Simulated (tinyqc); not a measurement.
Worked calculation: Pariser-Parr-Pople SCF with singles CI, for the molecule C=CC=CO (SMILES; centres numbered as the heavy atoms are written). One step of it, computed by the program tinyqc.

Question. Singles CI, singlets. Over the 6 single excitations with the smallest orbital gaps: A = (e_a - e_i) delta + 2 (ia|jb) - (ij|ab), with (pq|rs) = sum c_mp c_mq gamma_mn c_nr c_ns. f = 2/3 w |mu|^2 in atomic units, mu = sqrt2 sum c_ia sum_m c_mi c_ma R_m.

orbital energies (eV): -13.461563  -11.350098  -8.173848  -1.362330  1.308038

coefficients:
```
         MO1        MO2        MO3        MO4        MO5
1C  0.163240   0.512562   0.515273   0.533398  -0.400765
2C  0.310875   0.614614   0.161468  -0.408231   0.576959
3C  0.469096   0.259795  -0.563412  -0.273948  -0.565664
4C  0.645628  -0.251482  -0.237437   0.562093   0.384182
5O  0.489717  -0.478323   0.578457  -0.397288  -0.197317
```

repulsion gamma_rs (eV), lower triangle:
```
           1C         2C         3C         4C         5O
1C  12.740000
2C   5.689852  12.740000
3C   4.050225   5.691800  12.740000
4C   2.978813   4.051365   5.691800  12.740000
5O   2.541690   3.186374   4.443811   6.498414  22.580000
```

Centres (angstrom, eV; a flat drawing with bonds scaled to 1.40 angstrom):

| centre | x | y | core charge z | W | gamma_rr |
|---|---|---|---|---|---|
| 1C | -2.425000 | -0.280000 | 1 | 12.830000 | 12.740000 |
| 2C | -1.212000 | 0.420000 | 1 | 12.830000 | 12.740000 |
| 3C | 0.000000 | -0.280000 | 1 | 12.830000 | 12.740000 |
| 4C | 1.212000 | 0.420000 | 1 | 12.830000 | 12.740000 |
| 5O | 2.425000 | -0.280000 | 2 | 28.550000 | 22.580000 |

Give: singlet CI matrix; singlet excitation energies; oscillator strengths.

Answer.

singlet CI matrix (eV), lower triangle:
```
         3>4      3>5      2>4      1>4     2>5      1>5
3>4   4.9146
3>5   0.2582   6.4370
2>4   0.0164  -0.6878   7.2721
1>4   0.4600  -0.3356  -0.3757   8.8375
2>5  -0.0970   0.0176  -0.3699  -0.1541  9.1349
1>5  -0.3174   0.0367   0.0076   0.0320  0.0326  10.9955
```

singlet excitation energies (eV): 4.7742  6.0321  7.5689  8.9520  9.2515  11.0129

oscillator strengths: 1.2902  0.1473  0.0336  0.1339  0.1569  0.1975
